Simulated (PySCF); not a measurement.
# C3H11P2+: electronic excitations

Wanted: the electronic excitations of C3H11P2+ (`C[P+](C)(C)P`), by calculation.

The runs use PySCF 2.14.0, with density-fitted response routines of our own; the level of theory stands in each step. All values are computed, except where a source is named. Atoms count from 0, in the outputs and in this text.

**1. Starting geometry**

16 atoms, charge 1, multiplicity 1; geometry from: GFN2-xTB.

Bonds of the start (Å): C0–P1 1.82, P1–C2 1.81, P1–C3 1.81, P1–P4 2.17, C0–H5 1.09, C0–H6 1.09, C0–H7 1.09, C2–H8 1.09, C2–H9 1.09, C2–H10 1.09, C3–H11 1.09, C3–H12 1.09, C3–H13 1.09, P4–H14 1.40, P4–H15 1.40.

**2. TDDFT and polarisability: PBE0/def2-SVPD**

What the job is given:

```
{"job": {"kind": "uv", "xc": "PBE0", "basis": "def2-SVPD", "nstates": 8, "ntriplets": 3}, "charge": 1, "multiplicity": 1}
C     -0.725429    -1.044792     1.123780
P     -0.031398     0.048812    -0.158789
C      0.023792     1.730668     0.519288
C      1.681935    -0.467319    -0.459451
P     -1.082973     0.098296    -2.060333
H     -1.742440    -0.736547     1.362745
H     -0.112486    -0.983274     2.021901
H     -0.738214    -2.074275     0.768318
H     -0.982404     2.070934     0.760591
H      0.456619     2.402947    -0.221005
H      0.634267     1.746819     1.421865
H      2.260027    -0.387894     0.460991
H      1.706143    -1.498599    -0.810083
H      2.124124     0.175448    -1.220394
H     -2.321189     0.226270    -1.420597
H     -1.157972    -1.298551    -2.100239
```

Method: TDDFT PBE0/def2-SVPD, vertical, gas phase, core orbitals frozen in the response.

On the command line:

```sh
$ OMP_NUM_THREADS=1 python probes_run.py task.json out
```

This one command runs all jobs of the session in turn.

Predict these results of the whole session: lowest singlet (PBE0/def2-SVPD); brightest single state of those computed; lowest triplet.

The runs gave:

| quantity | value |
| --- | --- |
| lowest singlet (PBE0/def2-SVPD) | 6.85 eV (181 nm), f = 0.114 |
| brightest single state of those computed | state 7, 8.75 eV, f = 0.238 |
| lowest triplet | 5.36 eV |

In words: The lowest singlet, at 6.85 eV, is HOMO→LUMO 0.91 and is bright; of the 8 states computed, the strongest absorption comes from state 7 at 8.75 eV. The lowest triplet lies 1.49 eV below the lowest singlet (triplets in Tamm-Dancoff, singlets in full TDDFT).
